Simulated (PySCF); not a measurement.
**SiHCl: structure of the triplet**

Where does triplet SiHCl go from a linear start, is the end point a minimum, and what are its modes, charges and moments?

The runs use PySCF 2.14.0; PBE0, basis Si def2-TZVP, H def2-TZVP, Cl def2-TZVP, no relativity, density fitting.

## 1. The starting structure

3 atoms, charge 0, spin multiplicity 3.

Bond lengths: Si1–H2 1.480 Å, Si1–Cl3 2.150 Å. Angles: H2–Si1–Cl3 180.0°.

Z-matrix (Å, degrees; charge 0 multiplicity 3):
```
Si
H  1 1.4800
Cl 1 2.1500 2 180.00
```

## 2. Finding the electronic state

One driver script runs all steps and calls PySCF; scf.py shows how it sets up the SCF of each step. The optimiser is the driver's own. After this first run the driver tries any further starts and a stability analysis.

Contents of scf.py:

```python
from pyscf import gto, scf, dft
mol = gto.M(atom='''
Si     0.000000     0.000000     0.000000
H      0.000000     0.000000    -1.480000
Cl     0.000000     0.000000     2.150000''',
    basis={'Si': 'def2-TZVP', 'H': 'def2-TZVP', 'Cl': 'def2-TZVP'},
    charge=0, spin=2)
mf = dft.UKS(mol, xc='PBE0')
mf.grids.atom_grid = (50, 194)
aux = {'Si': 'def2-universal-JKFIT', 'H': 'def2-universal-JKFIT', 'Cl': 'def2-universal-JKFIT'}
mf = mf.density_fit(auxbasis=aux)
mf.conv_tol = 1e-08
mf.diis_space = 10
mf.max_cycle = 60
mf.init_guess = 'minao'
mf.verbose = 4
mf.kernel()
```

Command:

```bash
$ OMP_NUM_THREADS=2 python axn.py task.json out
```

After this run come: Linear start, triplet: relaxation; Frequencies; Leaving the saddle point; Frequencies.

**Question.** What will these runs give? Wanted: minimum; geometry; wavenumbers; dipole moment; highest occupied, lowest empty level; polar-tensor charge of Si1; zero-point energy; atomisation energy; ⟨S²⟩.

The runs gave:

| quantity | value |
| --- | --- |
| minimum | triplet, Cs |
| geometry | Si–Cl 2.048 Å, Si–H 1.491 Å; Cl–Si–H 115.5° |
| wavenumbers (cm⁻¹) | 554 (a'), 641 (a'), 2153 (a') |
| dipole moment | 0.94 D |
| highest occupied, lowest empty level (either spin) | -5.51, -3.76 eV |
| polar-tensor charge of Si1 | +0.51 e |
| zero-point energy | 20.0 kJ/mol |
| entropy at 298.15 K | 259.7 J/(mol K) |
| atomisation energy (no zero-point energy) | 612 kJ/mol |
| ⟨S²⟩ | 2.003 |

**Reading.** From C∞v at the start the molecule goes to a Cs minimum, after a stop at a second-order saddle point 131.8 kJ/mol higher, from which it was pushed off along an imaginary mode. The strongest infrared band lies at 554 cm⁻¹ (a', stretch). Most of the spin sits on Si1 (Mulliken spin 1.71, against 2 for the whole molecule). Other starts or spin states, not run here, may lie lower.
